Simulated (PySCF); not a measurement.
Atoms are numbered as in `[C-:1]#[N+:2][CH:3]([CH3:4])[CH3:5]`. Each H is labelled by its parent atom.

GIAO shifts from PySCF 2.14.0 with density-fitted response routines on PBE0-D3(BJ)/def2-TZVP geometries (one conformer, non-relativistic, equivalent nuclei averaged), against TMS at the same level and in the same medium; PCM means IEF-PCM chloroform.

Measured (solution, not stated per compound (mostly CDCl3 or CCl4); Pretsch, Buehlmann, Badertscher, Structure Determination of Organic Compounds, 4th ed. (2009)): C3 45.5, C4/C5 23.4, H(C3) 3.87, H(C4)/H(C5) 1.45 ppm.

Which unscaled values do B97-2/pcSseg-2, gas; WP04/pcSseg-2, PCM; wB97X-D/pcSseg-2, PCM give, and how close are they?

Results:


```tsv
atoms	measured	B97-2/pcSseg-2, gas	WP04/pcSseg-2, PCM	wB97X-D/pcSseg-2, PCM
C3	45.5	48.0	53.6	49.4
C4/C5	23.4	26.3	26.9	26.7
H(C3)	3.87	3.62	3.73	3.72
H(C4)/H(C5)	1.45	1.29	1.36	1.35
```

Mean absolute error for 13C: B97-2/pcSseg-2, gas 2.7, WP04/pcSseg-2, PCM 5.8, wB97X-D/pcSseg-2, PCM 3.6 ppm.

Mean absolute error for 1H: B97-2/pcSseg-2, gas 0.20, WP04/pcSseg-2, PCM 0.11, wB97X-D/pcSseg-2, PCM 0.12 ppm.
